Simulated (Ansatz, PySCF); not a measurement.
methanol (CH4O), SMILES CO.

Geometry: ωB97X-D3(BJ)/def2-TZVP.

Vertical ionisation energy (IE) and electron affinity (EA) in eV. Rows of orbital energies are one-electron estimates. Where ΔSCF, EOM or ADC give a negative EA the extra electron is unbound and the value depends on the basis.

```tsv
level	IE	EA
−ε(HOMO), −ε(LUMO), r2SCAN/def2-TZVPD (PySCF)	6.62	-0.36
−ε(HOMO), −ε(LUMO), PBE/def2-TZVPD (PySCF)	(withheld)	(withheld)
ADC(2)/aug-cc-pVDZ (PySCF)	9.73	-0.75
ΔSCF, CAM-B3LYP/def2-TZVPD (Ansatz), final states of multiplicity 2 and 2	10.99	-1.35
ΔSCF, PBE/def2-TZVPD (Ansatz), final states of multiplicity 2 and 2	10.71	-1.16
```

### Question
What belongs in the gaps? (The exact figures need the calculation; the answer reports its results.)

### Answer

- −ε(HOMO), −ε(LUMO), PBE/def2-TZVPD (PySCF), IE: 6.29
- −ε(HOMO), −ε(LUMO), PBE/def2-TZVPD (PySCF), EA: 0.43

### Question
What vertical singlet–triplet gap does ΔSCF give with CAM-B3LYP/def2-TZVPD (Ansatz, a quantum-chemistry and plane-wave program) and with PBE/def2-TZVPD (Ansatz)? (The exact figures need the calculation; the answer reports its results.)

### Answer
6.62 and 6.29 eV (triplet above singlet where positive).

Computed lowest 1s main lines (those of the lightest heavy element) from CVS-ADC(2)-x/aug-cc-pVDZ (PySCF, non-relativistic), with pole strengths:
293.4 eV (1.53).

### Question
Beyond the first one, list the lowest photoelectron lines from ADC(2)/aug-cc-pVDZ run with PySCF 2.14.0 with their pole strengths (two spins summed). (Estimate from the structure and the level; the computed values follow.)

### Answer
11.72 eV (1.78), 14.45 eV (1.80), 15.10 eV (1.82), 16.75 eV (1.78), 22.68 eV (1.76).
